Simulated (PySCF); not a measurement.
Compound: sulfur trioxide, SO3.
Geometry (PBE0-D3(BJ)/def2-SVP, Å), atoms numbered from 1 in this order:
```xyz
4
SO3 angstrom
O     -0.325   -1.307   -0.533
S      0.009   -0.007   -0.009
O     -0.260    1.176   -0.786
O      0.613    0.111    1.295
```

Level of theory: EOM-EE-CCSD/aug-cc-pVDZ in PySCF, restricted Hartree–Fock reference, frozen core, non-relativistic, gas phase, PBE0-D3(BJ)/def2-SVP geometry.

Question: What does EOM-EE-CCSD give for the lowest vertical excitations?

Answer: 
```csv
state,E (eV),λ (nm),"main singles (HF orbitals, share of the singles part)"
singlet 1,5.38,230,HOMO→LUMO+1 98 %
singlet 2,5.68,218,"HOMO→LUMO 76 %, HOMO→LUMO+5 22 %"
triplet 1,5.06,245,HOMO→LUMO+1 97 %
```

×n marks degenerate levels (orbitals of the first member shown); a last level whose partners the search may have cut is left out.

Question: What is the vertical gap between the lowest excited singlet and the lowest triplet?

Answer: 5.38 − 5.06 = 0.32 eV (31 kJ/mol). Both are led by HOMO→LUMO+1.

The first EOM-IP-CCSD ionisation energy is 12.55 eV, 6.87 eV above the highest singlet listed and 7.17 eV above the lowest.

T1 diagnostic 0.020. EOM-CCSD puts states of mainly double-excitation character too high. An iterative search for so few roots can pass over a low state.
